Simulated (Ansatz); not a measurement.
## C2H8Si (dimethylsilane): a line through the functionals

C2H8Si: 11 atoms, total charge 0, spin state singlet. As SMILES, `C[SiH2]C`. The coordinates come from a PBE0-D4/def2-TZVP relaxation.

The HOMO–LUMO gap y, in eV, basis def2-SVP; a is the functional's share of exact exchange. Programs: Ansatz 0.2.0.

```
functional  program     a  y (eV)
    revPBE   Ansatz     0    8.33
      BLYP   Ansatz     0    8.14
     B3LYP   Ansatz   0.2    9.89
      PBE0   Ansatz  0.25       ?
   r2SCAN0   Ansatz  0.25   11.02
     BHLYP   Ansatz   0.5   12.40
```

Task: Fit y = c + s·a to the known rows and predict PBE0.

Result: 
1. Means of the 5 rows: a = 0.1900, y = 9.956.
2. Σ(Δa)² = 0.172, Σ(Δa·Δy) = 1.4748, so the slope is 1.4748/0.172 = 8.5744.
3. Intercept: 9.956 − (8.5744) × 0.1900 = 8.327. The largest residual of the fit is 0.55.
4. PBE0: 8.327 + (8.5744) × 0.25 = 10.47 eV.

The run gave 10.45 eV, so the prediction is off by +0.02 eV, within the scatter of the fit. Exact exchange lowers occupied levels and raises empty ones.
